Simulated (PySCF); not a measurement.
**Structure elucidation problem**

An unknown has the formula C$_{6}$H$_{10}$. Its calculated NMR data are:

$^{1}$H NMR (400 MHz, computed): δ 6.05 (m, 2H), 2.10 (m, 4H), 1.65 (m, 4H).

$^{13}$C{$^{1}$H} NMR (computed): δ 137.0 (CH), 29.7 (CH2), 26.8 (CH2).

[PySCF 2.14: NMR shieldings at B97-2/pcSseg-2/GIAO; geometry from PBE0-D3(BJ)/def2-TZVP; no relativistic terms; single conformer; gas phase; rapidly exchanging positions averaged]

References, each an isolated molecule treated in the same way: $^{1}$H (σref 31.64), $^{13}$C (σref 185.38) vs TMS.

**Question.** What is the structure?

**Answer.** 
- Rings plus π bonds: 2 (1 ring in the answer).
- 3 carbon signals for 6 carbons: some carbons are equivalent by symmetry or fast rotation.
- Carbon types of the structure: 2 × CH, 4 × CH2, which accounts for all hydrogens.
- δC 137.0: alkene CH; the olefinic region.
- δC 29.7: allylic sp3 CH2; aliphatic region, no heteroatom directly attached.
- δC 26.8: sp3 CH2 in a ring; saturated and bonded to C and H only.
- δH 6.05: hydrogen on an alkene CH; a vinylic proton, deshielded by the sp2 carbon and the C=C anisotropy.
- δH 2.10: hydrogen on an allylic sp3 CH2; allylic position.
- δH 1.65: hydrogen on an sp3 CH2 in a ring.

Structure: cyclohexene (SMILES C1=CCCCC1).

The shifts were computed for this structure.

Shifts are as computed. Against solution values, carbons near 30 ppm lie about +3 ppm off and those near 130 ppm about +7 ppm. Of 1211 compounds with measured shifts, 218 miss one by over three times the rms of a fit or turn the order of signals round; such compounds aren't used in these exercises. Multiplicities follow the n + 1 count of equivalent neighbours, as no J values were calculated; m marks all less simple cases, F and P coupling included.
